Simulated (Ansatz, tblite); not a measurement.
# The cluster Ca2S+: a ladder of methods and basis sets

How do method and basis change the picture of the cluster Ca2S+ (doublet)?

Method: as each input shows; program: Ansatz 0.2.0, Gaussian basis.

Plan: GFN1-xTB, GFN2-xTB, PBE-D4/def2-TZVP, r2SCAN-D4/def2-TZVP, BHLYP-D4/def2-TZVP, CAM-B3LYP-D4/def2-TZVP, ωB97M-V/def2-TZVP, LC-ωPBE/def2-TZVP, ωB97X-V/def2-TZVP, PBE-D4/def2-SVP, PBE0-D4/def2-SVP, HF/STO-3G, CCSD(T)/def2-TZVPP, MP2/def2-TZVP, RPA/def2-TZVP.

### 1 The structure

The doublet was relaxed beforehand with PBE-D4/def2-TZVP. At that level it is the lowest of the isomers that a small search found.

3 atoms, charge 1, spin multiplicity 2.

Bond lengths: Ca1–S3 2.449 Å, Ca2–S3 2.448 Å. Angles: Ca1–S3–Ca2 159.4°.

Geometry (Å):

```xyz
3
Ca2S
Ca    0.74113   -2.27808    0.29350
Ca   -0.55602    2.29001   -0.51916
S    -0.18511   -0.01193    0.22566
```

The ion is computed in the gas phase, without counter-ions or solvent.

PBE0-D4/def2-TZVP was run before; its log isn't repeated, and its numbers join the tables.

### 2 GFN1-xTB

Tight binding, by tblite at 300 K electronic temperature and without a spin-polarisation term:

```python
tblite.interface.Calculator('GFN1-xTB', numbers, positions, charge=1, uhf=1).singlepoint()
```

Energy -125.6974 eV; 0.003 s.

### 3 GFN2-xTB

Tight binding, by tblite at 300 K electronic temperature and without a spin-polarisation term:

```python
tblite.interface.Calculator('GFN2-xTB', numbers, positions, charge=1, uhf=1).singlepoint()
```

Energy -103.2757 eV; 0.004 s.

### 4 PBE-D4/def2-TZVP

start.molden holds the orbitals of an earlier run on this state, given as this run's starting guess.

in.yaml

```yaml
crystal:
  periodic: [false, false, false]
  atoms:
    - {symbol: Ca, position_ang: [0.741126, -2.278081, 0.293495]}
    - {symbol: Ca, position_ang: [-0.556019, 2.290010, -0.519158]}
    - {symbol: S, position_ang: [-0.185107, -0.011929, 0.225663]}
basis:
  gaussian: {orbitals: def2-TZVP, initial_orbitals: start.molden}
total_charge: 1
magnetization: {spin_polarized: true, initial_magnetization: 1}
hamiltonian: {xc: pbe, dispersion: d4}
scf: {omitted_lower_state_checks: [starts]}
output: {orbitals: {seedname: orbitals}}
```

On the command line:

```sh
$ ansatz run in.yaml --threads 4 --pin off --events-out ev --progress --plain --max-ram 3916MiB
```

After this run come: r2SCAN-D4/def2-TZVP; BHLYP-D4/def2-TZVP; CAM-B3LYP-D4/def2-TZVP; ωB97M-V/def2-TZVP; LC-ωPBE/def2-TZVP; ωB97X-V/def2-TZVP; PBE-D4/def2-SVP; PBE0-D4/def2-SVP; HF/STO-3G; CCSD(T)/def2-TZVPP; MP2/def2-TZVP; RPA/def2-TZVP.

**Question.** What will the summary of the whole plan be? Wanted: gap in def2-TZVP, named functionals, smallest and largest; correlation energy, CCSD(T)/def2-TZVPP; correlation energy, MP2/def2-TZVP; ⟨S²⟩ in def2-TZVP, named functionals, smallest and largest; PBE0 total energy, smallest basis above largest.

**Answer**, as computed:

```
                                                  quantity                                value
 gap in def2-TZVP, named functionals, smallest and largest  0.24 eV (PBE-D4), 3.52 eV (LC-ωPBE)
                    correlation energy, CCSD(T)/def2-TZVPP                            -16.72 eV
                         correlation energy, MP2/def2-TZVP                            -14.88 eV
⟨S²⟩ in def2-TZVP, named functionals, smallest and largest                         0.751, 0.753
           PBE0 total energy, smallest basis above largest        8.21 eV (def2-SVP, def2-TZVP)
```

What this shows: Over the named functionals in def2-TZVP the gap runs from 0.24 eV (PBE-D4) to 3.52 eV (LC-ωPBE); exact exchange widens it. Notes on CCSD(T)/def2-TZVPP: large T1 diagnostic.
